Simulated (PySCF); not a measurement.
Molecule: SMILES CC(=S)N(C)C, C₄H₉NS.

Mapped SMILES: `[CH3:1][C:2](=[S:3])[N:4]([CH3:5])[CH3:6]` (H(Xn): hydrogen on atom n).

Geometry PBE0-D3(BJ)/def2-SVP throughout; GIAO in PySCF, gas phase, one conformer, non-relativistic; equivalent atoms averaged; basis pcSseg-1.

For orientation, LDA gives these absolute shieldings σ: C2 -20.3, C5 136.5, C6 139.6, C1 145.7, S3 98.5, N4 102.3, H(C5) 27.19, H(C6) 27.74, H(C1) 28.32 ppm.

A run gave: C2 -30.7, C5 136.6, C6 139.5, C1 144.7, S3 124.4, N4 103.1, H(C5) 27.83, H(C6) 28.41, H(C1) 28.93 ppm (absolute shieldings σ).

**Question.** Which functional was used in that run?
A. B3LYP
B. PBE
C. BHandHLYP
D. KT3

**Answer.** A. C2 tells them apart best: B3LYP gives -30.7, BHandHLYP gives -38.3, KT3 gives -3.6, PBE gives -16.0 ppm.
